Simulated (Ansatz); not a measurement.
Ansatz (a program for electronic structure) input (HF/6-31G*):

Ansatz 0.2 input:
```yaml
crystal:
  periodic: [false, false, false]
  atoms:
    - {symbol: Si, position_ang: [0.00508836, 0.00086587, 0.12932498]}
    - {symbol: H, position_ang: [-0.03327897, 1.09107966, -0.91271261]}
    - {symbol: H, position_ang: [-0.03795802, -1.10320180, -0.89783717]}
basis:
  gaussian:
    orbitals: 6-31G*
hamiltonian:
  xc: {name: HF}
phonons: {temperatures: {t_min: 298.15, t_max: 298.15, t_step: 100}}
```

Q: Which harmonic wavenumbers does it give?

A: 1130, 2207, 2218 cm⁻¹ (unscaled; negative means imaginary).
